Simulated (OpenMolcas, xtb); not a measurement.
# A ladder of methods for CH5OSi (SMILES [CH2][SiH2]O)

CH5OSi: 8 atoms, total charge 0, spin state doublet. SMILES: `[CH2][SiH2]O`. The coordinates come from a PBE0-D4/def2-TZVP relaxation. This is one conformer, not always the lowest.

Quantity: the vertical ionisation energy (to the singlet cation), in eV. The values are calculated.

```csv
level,kind,program,value (eV)
GFN2-xTB,semi-empirical,xtb,13.11
UHF/def2-SVPD,Hartree–Fock,OpenMolcas,9.03
USVWN5/def2-SVPD,LDA,OpenMolcas,9.30
U-revPBE/def2-SVPD,GGA,OpenMolcas,9.27
UBLYP/def2-SVPD,GGA,OpenMolcas,9.11
UM06-L/def2-SVPD,meta-GGA,OpenMolcas,9.40
UM06-2X/def2-SVPD,hybrid meta-GGA,OpenMolcas,9.55
```

The values span 9.03 to 13.11 eV. The xTB values lack the empirical shift that such differences need.
